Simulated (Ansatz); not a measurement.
**AlC (doublet): wave-function methods side by side at distance Al1–C2 = 3.134 Å, cc-pVDZ**

An exercise on one series of results from a longer session: the logs are not shown, and one member is left open.

The runs use Ansatz 0.2.0, Gaussian basis; cc-pVDZ, core rule «outside noble gas», up to 6 orbitals frozen.

The runs, in order: UHF; CCSD(T) on ROHF; CCSD(T) on UHF; BCCD(T) on ROHF; CISD; CCSDT(Q) on ROHF; CCSDT(Q) on UHF; CASSCF and MRCISD+Q, 3 electrons in 3 orbitals; CASSCF and NEVPT2, 3 electrons in 3 orbitals; CASSCF and MRCISD+Q, 7 electrons in 8 orbitals; CASSCF and NEVPT2, 7 electrons in 8 orbitals; Full CI.

29 further runs of the same task are left out: 6 for a known fault of the program, 22 that didn't finish, 1 set aside as unsound or not needed.

**What is computed**

The geometry derives from a PBE0/def2-TZVP stationary point (not a proven minimum). One bond is set to the value named and the two fragments are kept rigid.

2 atoms, charge 0, spin multiplicity 2.

Atoms are counted from 1 here; the program's logs count them from 0.

No contacts short enough for the rule that draws bonds.

The first run:

File in.yaml:

```yaml
crystal:
  periodic: [false, false, false]
  atoms:
    - {symbol: Al, position_ang: [0.000000, 0.000000, 0.000000]}
    - {symbol: C, position_ang: [0.000000, 0.000000, 3.134000]}
basis:
  gaussian: {orbitals: cc-pVDZ}
magnetization: {spin_polarized: true, initial_magnetization: 1}
hamiltonian: {xc: hf}
output: {orbitals: {seedname: orbitals}}
```

Run with:

```
ansatz run in.yaml --threads 1 --pin off --events-out ev --progress --plain --max-ram 2393MiB
```

Steps of the session up to this table: UHF; CCSD(T) on ROHF; CCSD(T) on UHF; BCCD(T) on ROHF; CISD; CCSDT(Q) on ROHF; CCSDT(Q) on UHF; CASSCF and MRCISD+Q, 3 electrons in 3 orbitals; CASSCF and NEVPT2, 3 electrons in 3 orbitals; CASSCF and MRCISD+Q, 7 electrons in 8 orbitals; CASSCF and NEVPT2, 7 electrons in 8 orbitals; Full CI.

One of the session's tables, all rows but one given; the rest of the session is left out.

```
          method  from FCI (meV)
            ROHF         +4996.4
            RMP2         +1615.6
            CISD          +739.3
           RCCSD          +312.8
        RCCSD(T)               ?
         BCCD(T)          +120.6
          RCCSDT           +28.9
       RCCSDT(Q)            +4.9
     CASSCF pair         +3735.4
     NEVPT2 pair         +1096.0
     MRCISD pair          +331.3
   MRCISD+Q pair           -42.7
  CASSCF valence         +2443.9
  NEVPT2 valence          +686.9
  MRCISD valence          +174.3
MRCISD+Q valence           +42.8
             FCI               0
```

Estimate the missing values for RCCSD(T).

**Answer.** from FCI (meV): +93.5. In the column «from FCI (meV)» it lies between MRCISD+Q valence (+42.8) and BCCD(T) (+120.6).

Among the levels timed on like hardware and quicker than the yardstick, those that no quicker one beats, quickest first: CISD (1.5 s, +739.3 meV); MRCISD+Q pair (2.3 s, -42.7 meV); RCCSDT(Q) (12 s, +4.9 meV).

Left out of the table: UHF, UMP2, UCCSD, UCCSD(T), UCCSDT, UCCSDT(Q) (another determinant or state than the rows shown).

To keep in mind: The yardstick is full CI for this spin, exact in this basis with these frozen cores. MRCISD+Q pair falls below full CI: the +Q correction isn't variational, and the cores differ from full CI's. Of the multireference levels listed MRCISD+Q pair comes nearest in total energy (-42.7 meV), which doesn't show that its space is the better one. Warnings in the runs' records: large difference, lower state.
